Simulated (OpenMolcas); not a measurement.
# One shape, several levels: C2H4F2 (1,1-difluoroethane)

Aim: a comparison of 6 runs (HF/6-311+G**, B3LYP/6-311+G**, BLYP/6-311+G**, r2SCAN/6-311+G**, revPBE/6-311+G**, MP2/6-311+G**) of C2H4F2 (1,1-difluoroethane). 

Program for the calculation: OpenMolcas 26.06.

### Step 1. The structure to begin with

The species is C2H4F2 (8 atoms), meant as a singlet with charge 0. SMILES: `CC(F)F`. The coordinates come from a PBE0-D4/def2-TZVP relaxation.

Bond lengths: C1–C2 1.497 Å, C2–F3 1.361 Å, C2–F4 1.361 Å, C1–H5 1.091 Å, C1–H6 1.091 Å, C1–H7 1.090 Å, C2–H8 1.095 Å. Some angles: C1–C2–F3 110.3°, C1–C2–F4 110.3°, F3–C2–F4 107.0°, C1–C2–H8 114.0°, F3–C2–H8 107.5°, F4–C2–H8 107.5°, C2–C1–H5 109.4°, C2–C1–H6 109.9°, C2–C1–H7 109.9°, H5–C1–H6 109.3°.

### Step 2. Energy and forces at HF/6-311+G(d,p) (run 1)

Contents of mol.xyz:

```xyz
8

C      0.003300     0.777600     0.023300
C     -0.052000    -0.718200    -0.008200
F      0.925500    -1.243400     0.779100
F      0.168200    -1.172100    -1.271900
H      0.981400     1.111900    -0.325400
H     -0.157200     1.132800     1.041800
H     -0.771000     1.190600    -0.624000
H     -1.006100    -1.136400     0.329500
```

Contents of job.inp:

```
* C2H4F2 Hartree-Fock
&GATEWAY
BasLib = $CurrDir
Coord = mol.xyz
Basis = 6-311pGss
Group = NoSym
&SEWARD
&SCF
Thresholds = 1e-10 1e-07 1e-07 1e-05
PrOrbitals = 1 1
&ALASKA
```

The basis set 6-311+G** is read from a file made from the Basis Set Exchange's data (not shown).

The run is started by

```bash
export MOLCAS_MEM=1860
pymolcas job.inp > job.log
```

Log:

```text
--- Start Module: gateway ---
[...]
--- Stop Module: gateway /rc=_RC_ALL_IS_WELL_ ---
[...]
      Basis functions          112
[...]
--- Start Module: scf ---
[...]
       Convergence after  12 Iterations
[...]
::    Total SCF energy                               -277.0295890476
[...]
      Total spin, S                                     0.0000000000
[...]
      Total electronic charge=   34.000000
      Total            charge=   -0.000000
[...]
      Dipole Moment (debye):
      Origin of the operator (angstrom)=    0.2913   -0.6491   -0.1326
                   X= -1.7385E+00               Y=  1.8788E+00               Z=  7.0770E-01           Total=  2.6557E+00
      Quadrupole Moment (debye*angstrom):
[...]
--- Stop Module: scf /rc=_RC_ALL_IS_WELL_ ---
[...]
--- Start Module: alaska ---
[...]
 *              Molecular gradients               *
 **************************************************
  Irreducible representation: a
 ------------------------------------------------------------------------------------------
                              X                       Y                       Z
 ------------------------------------------------------------------------------------------
  C1               -1.66170009926514E-03   -5.96838340980543E-03    3.41582055992995E-04
  C2               -2.14789068360588E-04    1.34007855026209E-02    6.06285894929171E-04
  F3                1.01168474523625E-02   -5.03710030891469E-03    9.92189829627321E-03
  F4                1.13531669733195E-03   -4.19988635610569E-03   -1.44437608002335E-02
  H5                4.56921462286708E-03    1.07085817289398E-03   -1.63314908306589E-03
  H6               -8.06715763265187E-04    1.85370180914024E-03    4.30552035025134E-03
  H7               -3.33414398403953E-03    2.07938941549646E-03   -2.60428341475127E-03
  H8               -9.80402985763629E-03   -3.19936482533811E-03    3.50590670052697E-03
[...]
--- Stop Module: alaska /rc=_RC_ALL_IS_WELL_ ---
[...]
```

It took 17 s on 1 thread of Arm Neoverse V1, shared host; peak memory 0.67 GiB.

### Step 3. Energy and forces at B3LYP/6-311+G(d,p) (run 2)

Contents of test.inp:

```
* C2H4F2 Kohn-Sham DFT
>>> EXPORT MOLCAS_PRINT=2
&GATEWAY
BasLib=$CurrDir
BasisSet
C.6-311pGss....
C1 0.003300 0.777600 0.023300 angstrom
C2 -0.052000 -0.718200 -0.008200 angstrom
End of Basis
BasisSet
F.6-311pGss....
F3 0.925500 -1.243400 0.779100 angstrom
F4 0.168200 -1.172100 -1.271900 angstrom
End of Basis
BasisSet
H.6-311pGss....
H5 0.981400 1.111900 -0.325400 angstrom
H6 -0.157200 1.132800 1.041800 angstrom
H7 -0.771000 1.190600 -0.624000 angstrom
H8 -1.006100 -1.136400 0.329500 angstrom
End of Basis
&SEWARD
GridInput
Grid=UltraFine
End of Grid
&SCF
KSDFT=B3LYP
Thresholds=1e-10 1e-07 1e-07 1e-05
PrOrbitals=0
&ALASKA
```

The basis set 6-311+G** is read from a file made from the Basis Set Exchange's data (not shown).

The run is started by

```bash
export MOLCAS_MEM=1860
pymolcas test.inp > test.log
```

Log:

```text
--- Start Module: gateway ---
[...]
--- Stop Module: gateway /rc=_RC_ALL_IS_WELL_ ---
[...]
      Basis functions          112
[...]
--- Start Module: scf ---
[...]
       Convergence after  13 Iterations
[...]
::    Total KS-DFT energy                            -278.4025560132
[...]
      Total spin, S                                     0.0000000000
[...]
      Total electronic charge=   34.000000
      Total            charge=   -0.000000
[...]
      Dipole Moment (debye):
      Origin of the operator (angstrom)=    0.2913   -0.6491   -0.1326
                   X= -1.5515E+00               Y=  1.7388E+00               Z=  6.3380E-01           Total=  2.4150E+00
      Quadrupole Moment (debye*angstrom):
[...]
--- Stop Module: scf /rc=_RC_ALL_IS_WELL_ ---
[...]
--- Start Module: alaska ---
[...]
 *              Molecular gradients               *
 **************************************************
  Irreducible representation: a
 ------------------------------------------------------------------------------------------
                              X                       Y                       Z
 ------------------------------------------------------------------------------------------
  C1               -1.07308670309614E-04   -4.17504755279463E-03   -1.64511424799674E-04
  C2                1.09450777962214E-02   -4.00958489949943E-03   -4.12650312874541E-03
  F3               -8.54849918713541E-03    5.19457383052924E-03   -7.19373144353952E-03
  F4               -1.71229467239142E-03    4.54264167588203E-03    1.12790731854169E-02
  H5               -4.24775018837309E-04   -6.13287949077224E-04    1.46278609614914E-04
  H6                7.56185917580865E-05   -5.19157907815426E-04   -5.30039588049647E-04
  H7                4.17763275750271E-04   -5.63694698513917E-04    3.48125891711515E-04
  H8               -6.45582115063270E-04    1.43557501314451E-04    2.41307898347864E-04
[...]
--- Stop Module: alaska /rc=_RC_ALL_IS_WELL_ ---
[...]
```

Run time: 49 s. Hardware: 1 thread of Arm Neoverse V1, shared host; peak memory 0.67 GiB.

### Step 4. Energy and gradient at BLYP/6-311+G(d,p) (run 3)

Contents of geom.xyz:

```xyz
8

C      0.003300     0.777600     0.023300
C     -0.052000    -0.718200    -0.008200
F      0.925500    -1.243400     0.779100
F      0.168200    -1.172100    -1.271900
H      0.981400     1.111900    -0.325400
H     -0.157200     1.132800     1.041800
H     -0.771000     1.190600    -0.624000
H     -1.006100    -1.136400     0.329500
```

Contents of run.input:

```
&GATEWAY
 BASLIB
 $CurrDir
 COORD
 geom.xyz
 BASIS
 6-311pGss
 GROUP
 NoSym

&SEWARD
 GRIDINPUT
 Grid=UltraFine
 End of Grid

&SCF
 KSDFT
 BLYP
 THRESHOLDS
 1e-10 1e-07 1e-07 1e-05
 PRORBITALS
 1

&ALASKA
```

The basis set 6-311+G** is read from a file made from the Basis Set Exchange's data (not shown).

The run is started by

```bash
export MOLCAS_MEM=1860
pymolcas run.input > run.log
```

Log:

```text
--- Start Module: gateway ---
[...]
--- Stop Module: gateway /rc=_RC_ALL_IS_WELL_ ---
[...]
      Basis functions          112
[...]
--- Start Module: scf ---
[...]
       Convergence after  15 Iterations
[...]
::    Total KS-DFT energy                            -278.3411148598
[...]
      Total spin, S                                     0.0000000000
[...]
      Total electronic charge=   34.000000
      Total            charge=   -0.000000
[...]
      Dipole Moment (debye):
      Origin of the operator (angstrom)=    0.2913   -0.6491   -0.1326
                   X= -1.4741E+00               Y=  1.6701E+00               Z=  6.0281E-01           Total=  2.3077E+00
      Quadrupole Moment (debye*angstrom):
[...]
--- Stop Module: scf /rc=_RC_ALL_IS_WELL_ ---
[...]
--- Start Module: alaska ---
[...]
 *              Molecular gradients               *
 **************************************************
  Irreducible representation: a
 ------------------------------------------------------------------------------------------
                              X                       Y                       Z
 ------------------------------------------------------------------------------------------
  C1                3.73616972284108E-04   -6.63430758362882E-03   -4.25398927175746E-04
  C2                1.78046701274646E-02   -9.22781170159692E-03   -6.84281142558874E-03
  F3               -1.90747489099046E-02    1.11576623812262E-02   -1.66971791610795E-02
  F4               -3.41089914012277E-03    9.67430385417867E-03    2.56830370760213E-02
  H5               -4.12004220038042E-03   -2.15117979808421E-03    1.45383561572254E-03
  H6                7.47182643499156E-04   -2.28313175299277E-03   -4.35933254082999E-03
  H7                3.37095226982731E-03   -2.54272052560101E-03    2.71096484418454E-03
  H8                4.30926823734534E-03    2.00718512649067E-03   -1.52311548134176E-03
[...]
--- Stop Module: alaska /rc=_RC_ALL_IS_WELL_ ---
[...]
```

It took 52 s on 1 thread of Arm Neoverse V1, shared host; peak memory 0.67 GiB.

Runs 4 to 5 aren't shown in full; the table further down has their settings and results.

### Step 5. A single-point energy at MP2/6-311+G(d,p) (run 6)

Contents of struct.xyz:

```xyz
8

C      0.003300     0.777600     0.023300
C     -0.052000    -0.718200    -0.008200
F      0.925500    -1.243400     0.779100
F      0.168200    -1.172100    -1.271900
H      0.981400     1.111900    -0.325400
H     -0.157200     1.132800     1.041800
H     -0.771000     1.190600    -0.624000
H     -1.006100    -1.136400     0.329500
```

Contents of test.inp:

```
&GATEWAY
BASLIB = $CurrDir
COORD = struct.xyz
BASIS = 6-311pGss
GROUP = NoSym
&SEWARD
&SCF
THRESHOLDS = 1e-10 1e-07 1e-07 1e-05
PRORBITALS = 1 2
&MBPT2
FROZEN = 4
```

The basis set 6-311+G** is read from a file made from the Basis Set Exchange's data (not shown).

The run is started by

```bash
export MOLCAS_MEM=1860
pymolcas test.inp > test.log
```

Log:

```text
--- Start Module: gateway ---
[...]
--- Stop Module: gateway /rc=_RC_ALL_IS_WELL_ ---
[...]
      Basis functions          112
[...]
--- Start Module: scf ---
[...]
       Convergence after  12 Iterations
[...]
::    Total SCF energy                               -277.0295890476
[...]
      Total spin, S                                     0.0000000000
[...]
      Total electronic charge=   34.000000
      Total            charge=   -0.000000
[...]
      Dipole Moment (debye):
      Origin of the operator (angstrom)=    0.2913   -0.6491   -0.1326
                   X= -1.7385E+00               Y=  1.8788E+00               Z=  7.0770E-01           Total=  2.6557E+00
      Quadrupole Moment (debye*angstrom):
[...]
--- Stop Module: scf /rc=_RC_ALL_IS_WELL_ ---
[...]
--- Start Module: mbpt2 ---
[...]
WARNING!
Default frozen orbitals as non valence orbitals is overwritten by user input.
Default values:   4
[...]
       Reference weight ( Cref**2 )         =        0.85366
::    Total MBPT2 energy                             -277.7403273738
[...]
      Total MBPT2 calculations                           0.61      0.71
--- Stop Module: mbpt2 /rc=_RC_ALL_IS_WELL_ ---
[...]
```

Wall time 14 s (1 thread of Arm Neoverse V1, shared host); peak memory 0.67 GiB.

### Step 6. Overview of the runs

| run | level | integration grid | task | energy (Eh) | dipole moment (D) of the reference | HOMO energy (eV) | LUMO energy (eV) | wall time |
| --- | --- | --- | --- | --- | --- | --- | --- | --- |
| 1 | HF/6-311+G** | – | gradient | -277.029589 | 2.66 | -14.12 | 1.88 | 17 s |
| 2 | B3LYP/6-311+G** | UltraFine | gradient | -278.402556 | 2.42 | -9.56 | 0.10 | 49 s |
| 3 | BLYP/6-311+G** | UltraFine | gradient | -278.341115 | 2.31 | -7.98 | -0.25 | 52 s |
| 4 | r2SCAN/6-311+G** | UltraFine | gradient | -278.266606 | 2.35 | -8.38 | 0.65 | 64 s |
| 5 | revPBE/6-311+G** | UltraFine | gradient | -278.305164 | 2.25 | -7.94 | -0.24 | 47 s |
| 6 | MP2/6-311+G** | – | energy | -277.740327 | 2.66 | -14.12 | 1.88 | 14 s |

### Step 7. Summary of results

| quantity | value |
| --- | --- |
| run 6: total energy | -277.74033 Eh |
| run 6: dipole moment (mean-field density) | 2.66 D |
| run 6: HOMO energy (Hartree–Fock orbitals) | -14.12 eV |
| run 6: LUMO energy (Hartree–Fock orbitals) | 1.88 eV |
| run 6: HOMO–LUMO gap (Hartree–Fock orbitals) | 16.00 eV |
| run 6: correlation energy (4 core orbitals frozen) | -710.7 mEh |

What this shows: Over runs 1, 2, 3, 4, 5 the dipole moment (its size) runs from 2.25 D (revPBE/6-311+G**) to 2.66 D (HF/6-311+G**). Over runs 1, 2, 3, 4, 5 the HOMO–LUMO gap runs from 7.70 eV (revPBE/6-311+G**) to 16.00 eV (HF/6-311+G**). Exact exchange widens orbital gaps. Totals of different functionals can't be ranked against each other. All runs together took 4 min, the longest 64 s.
